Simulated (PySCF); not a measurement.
## How well do the runs reproduce experiment for PF3?

**Experimental background.**

From NIST CCCBDB Release 22 (SRD 101), experimental dipoles, for the gas: dipole moment (microwave Stark effect) 1.03 D.

The results are set against them at the end.

Species: PF3.
SMILES with atom numbers: `[F:1][P:2]([F:3])[F:4]`

Structure used (PBE0-D3(BJ)/def2-SVP), in Å, numbered top down from 1:
```xyz
4
PF3 angstrom
F     -0.8266   -1.0649   -0.3780
P      0.0177   -0.1071    0.5791
F      1.3789   -0.1382   -0.2532
F     -0.5321    1.2822    0.0171
```

Runs made with PySCF (gas phase, on this PBE0-D3(BJ)/def2-SVP geometry; no spin–orbit coupling):

```tsv
level	job	basis functions	wall time
BHandHLYP/def2-SVPD	10 singlets by full TDDFT, 4 Tamm–Dancoff triplets, polarisability, ΔSCF ions	93	6.3 s
CAM-B3LYP/def2-SVPD	10 singlets by full TDDFT, 4 Tamm–Dancoff triplets, polarisability, ΔSCF ions	93	7.2 s
LC-wPBE/def2-SVPD	10 singlets by full TDDFT, 4 Tamm–Dancoff triplets, polarisability, ΔSCF ions	93	9.2 s
PBE0/6-31+G*	10 singlets by full TDDFT, 4 Tamm–Dancoff triplets, polarisability	76	3.2 s
PBE0/6-31G*	10 singlets by full TDDFT, 4 Tamm–Dancoff triplets, polarisability	60	2.2 s
PBE0/aug-cc-pVDZ	10 singlets by full TDDFT, 4 Tamm–Dancoff triplets, polarisability	96	4.3 s
PBE0/aug-cc-pVTZ	10 singlets by full TDDFT, 4 Tamm–Dancoff triplets, polarisability	188	11 s
PBE0/def2-SVP	10 singlets by full TDDFT, 4 Tamm–Dancoff triplets, polarisability	60	2.2 s
PBE0/def2-SVPD	10 singlets by full TDDFT, 4 Tamm–Dancoff triplets, polarisability, ΔSCF ions	93	6.1 s
PBE0/def2-TZVP	10 singlets by full TDDFT, 4 Tamm–Dancoff triplets, polarisability	130	5.8 s
PBE0/def2-TZVPD	10 singlets by full TDDFT, 4 Tamm–Dancoff triplets, polarisability	163	8.6 s
wB97X-D/def2-SVPD	10 singlets by full TDDFT, 4 Tamm–Dancoff triplets, polarisability, ΔSCF ions	93	7.0 s
```

Hardware: one thread, Arm Neoverse V2 (aarch64), no GPU (shared host).

All basis functions are spherical.

**Comparison with experiment**

**Dipole moment.** Measured: 1.03 D (NIST CCCBDB Release 22 (SRD 101), experimental dipoles).

```csv
level,computed (D),computed − measured (D),% (from the printed values)
BHandHLYP/def2-SVPD,1.47,+0.44,+43
CAM-B3LYP/def2-SVPD,1.37,+0.34,+33
LC-wPBE/def2-SVPD,1.26,+0.23,+22
PBE0/6-31+G*,1.41,+0.38,+37
PBE0/6-31G*,1.16,+0.13,+13
PBE0/aug-cc-pVDZ,1.23,+0.20,+19
PBE0/aug-cc-pVTZ,1.20,+0.17,+17
PBE0/def2-SVP,1.30,+0.27,+26
PBE0/def2-SVPD,1.27,+0.24,+23
PBE0/def2-TZVP,1.19,+0.16,+16
PBE0/def2-TZVPD,1.17,+0.14,+14
wB97X-D/def2-SVPD,1.29,+0.26,+25
```

12 of the 13 levels run are shown, the closest and the furthest among them. Closest is PBE0/6-31G* (+0.13 D), furthest BHandHLYP/def2-SVPD (+0.44 D); one molecule doesn't rank methods. All 13 levels lie above the measurement. The computed dipoles belong to one fixed geometry; measured ones are averaged over vibrations unless marked μe. Magnitudes are compared, not signs.

The geometry is computed, not the measured one. Where a level misses, the cause wasn't examined.
